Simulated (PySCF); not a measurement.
Reaction (SMILES): ClC(Cl)Cl + 3 [H][H] (H2) → C (CH4) + 3 Cl (HCl)
B3LYP-D3(BJ)/def2-TZVP geometries, fixed; electronic energies without zero-point terms.

Effect of the SCF energy threshold at HF/aug-cc-pV(T+d)Z with PySCF, against the last row, where the energy of full hydrogenation is -84.61 kcal/mol.

```
setting          SCF cycles, largest species  largest shift of a total energy (mEh)  shift of the energy of full hydrogenation (kcal/mol)
---------------  ---------------------------  -------------------------------------  ----------------------------------------------------
conv_tol: 1e-4                             6                                  0.001                                                 0.000
conv_tol: 1e-5                             7                                  0.000                                                 0.000
conv_tol: 1e-6                             8                                  0.000                                                 0.000
conv_tol: 1e-7                             9                                  0.000                                                 0.000
conv_tol: 1e-11                           12                                  0.000                                                 0.000
```

Within 0.02 kcal/mol in the energy of full hydrogenation: conv_tol: 1e-4; conv_tol: 1e-5; conv_tol: 1e-6; conv_tol: 1e-7. The largest shift is 0.001 mEh in a total energy and 0.000 kcal/mol in the difference.
